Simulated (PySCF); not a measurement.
# Potential energy of HCl along the bond

Set-up: PySCF, no relativity, basis sets H aug-pcseg-1, Cl aug-pcseg-1. Energies in eV from H + Cl in their ground configurations at the same level. All curves are PBE0. state 1: ¹Σ⁺ (singlet), closed shell; state 2: triplet, unpaired electrons σ ↑, π ↑, a second solution, started from another occupation.

| R (Å) | state 1 | state 2 |
| --- | --- | --- |
| 1.111 | -3.745 | 4.6273 |
| 1.163 | -4.141 | 3.9275 |
| 1.214 | -4.367 | 3.3527 |
| 1.253 | -4.450 | 2.9861 |
| 1.292 | -4.474 | 2.6628 |
| 1.331 | -4.450 | 2.3768 |
| 1.382 | -4.358 | 2.0453 |
| 1.447 | -4.173 | 1.6959 |
| 1.525 | -3.880 | 1.3548 |
| 1.628 | -3.422 | 1.0054 |

**Question.** Put a parabola through the three lowest points of the state 1 curve and estimate Re, k and ωe (reduced mass 0.9796 u; 1 eV/Å² = 0.16022 mdyn/Å; ωe = 1302.8·√(k/μ) cm⁻¹).

**Answer.** Through R = 1.253, 1.292, 1.331 Å the second-order coefficient is 15.8 eV/Å², so Re ≈ 1.292 Å, k ≈ 5.06 mdyn/Å and ωe ≈ 2960 cm⁻¹. A polynomial fit of higher order to the unrounded PBE0 energies gives Re = 1.290 Å, k = 5.16 mdyn/Å, ωe = 2990 cm⁻¹; anharmonicity and rounding make the difference.

The higher-order fit for each curve: state 1: Re = 1.290 Å, ωe = 2990 cm⁻¹, De = 4.47 eV. State 2 gave no clean fit.
